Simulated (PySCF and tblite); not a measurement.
Results of a calculation; reference values are marked as such.
## Conformer ensemble of C₃H₆O, numbered as in [CH2:1]=[CH:2][CH2:3][OH:4]

Geometries PBE0-D3(BJ)/def2-SVP; weights from B3LYP-D3(BJ)/def2-TZVP (IEF-PCM, chloroform) energies and GFN2-xTB thermal corrections, with symmetry numbers and mirror pairs. Conformers within 3 kcal/mol (GFN2-xTB free energy) were kept, 8 at most. GIAO shieldings: PBE0/pcSseg-1 (IEF-PCM, chloroform). Couplings: B3LYP/pcJ-1 (gas phase; spin-dipole term only for pairs with B, N, F, Si or P). Couplings are for ¹³C, ¹H, ¹⁷O. Shifts are against TMS (¹H), TMS (¹³C) at the same level; of two unlike H on one atom, a is the less shielded. Programs: PySCF with density fitting and tblite.

Torsions listed: C1–C2–C3–O4, C2–C3–O4–H4. Of a mirror pair one member is shown.

```json
{"conformer": "1", "shape": "-127°, 57°", "symmetry": "C1 (pair)", "E(GFN2) kcal/mol": "0.30", "E(DFT) kcal/mol": "0.00", "G(298.15 K) kcal/mol": "0.00", "weight %": "40.5", "dipole D": "1.74"}
{"conformer": "2", "shape": "7°, 60°", "symmetry": "C1 (pair)", "E(GFN2) kcal/mol": "0.00", "E(DFT) kcal/mol": "0.03", "G(298.15 K) kcal/mol": "0.10", "weight %": "33.9", "dipole D": "1.75"}
{"conformer": "3", "shape": "-124°, -61°", "symmetry": "C1 (pair)", "E(GFN2) kcal/mol": "0.61", "E(DFT) kcal/mol": "0.96", "G(298.15 K) kcal/mol": "0.89", "weight %": "9.0", "dipole D": "1.88"}
{"conformer": "4", "shape": "-132°, -170°", "symmetry": "C1 (pair)", "E(GFN2) kcal/mol": "2.06", "E(DFT) kcal/mol": "1.13", "G(298.15 K) kcal/mol": "0.90", "weight %": "8.9", "dipole D": "1.96"}
{"conformer": "5", "shape": "0°, 180°", "symmetry": "Cs", "E(GFN2) kcal/mol": "2.03", "E(DFT) kcal/mol": "0.76", "G(298.15 K) kcal/mol": "0.98", "weight %": "7.7", "dipole D": "2.31"}
```

Weights (%) against temperature:

```csv
T (K),1,2,3,4,5,S(mix) cal/mol/K
250,43.8,35.3,7.2,7.0,6.6,3.84
273.15,42.1,34.6,8.1,8.0,7.2,3.91
298.15,40.5,33.9,9.0,8.9,7.7,3.98
323.15,39.0,33.2,9.8,9.8,8.2,4.03
373.15,36.6,32.1,11.1,11.2,9.0,4.11
```

Averaged shifts at 298.15 K. ¹H: 6.31 (H2, 1H), 5.60 (H1a, 1H), 5.47 (H1b, 1H), 4.25 (H3, 2H) ppm. ¹³C: 150.1 (C2), 121.9 (C1), 68.1 (C3) ppm.

Averaged couplings (Hz): ¹J(C1,C2) 76.6, ³J(C1,O4) -1.5, ¹J(C1,H1a) 164.5, ¹J(C1,H1b) 169.8, ²J(C1,H2) 0.6, ³J(C1,H3) 6.2, ¹J(C2,C3) 46.4, ²J(C2,O4) -0.7, ²J(H1a,C2) -1.8, ²J(H1b,C2) -0.6, ¹J(C2,H2) 160.6, ²J(C2,H3) -3.7, ³J(C2,H4) 1.9, ¹J(C3,O4) 20.3, ³J(H1a,C3) 7.9, ³J(H1b,C3) 12.7, ²J(H2,C3) 6.0, ¹J(C3,H3) 144.9, ²J(C3,H4) -3.1, ³J(H2,O4) -1.4, ²J(H3,O4) -8.1, ¹J(O4,H4) -70.1, ²J(H1a,H1b) 2.1, ³J(H1a,H2) 18.3, ⁴J(H1a,H3) -2.4, ³J(H1b,H2) 11.5, ⁴J(H1b,H3) -2.2, ³J(H2,H3) 5.9, ²J(H3,H3) -16.9, ³J(H3,H4) 8.6.

Coordinates of conformer 1 (Å):

```xyz
10

C     1.523    0.261   -0.291
C     0.433    0.116    0.463
C    -0.834   -0.545    0.017
O    -1.962    0.269    0.213
H     1.558   -0.118   -1.318
H     2.425    0.750    0.087
H     0.416    0.510    1.487
H    -1.009   -1.452    0.619
H    -0.731   -0.878   -1.036
H    -1.810    1.092   -0.265
```

H on N, O and S are left out: they exchange, and hydrogen bonds move them by several ppm. Shifts are unscaled: against experiment ¹³C can be off by 15 ppm or more and ¹H by 0.8 ppm.

Search and properties took 100 s on 1 thread of Intel Xeon Platinum 8259CL @ 2.50GHz (shared host) (rough), launched as `OMP_NUM_THREADS=1 python ens_run.py task.json out`.
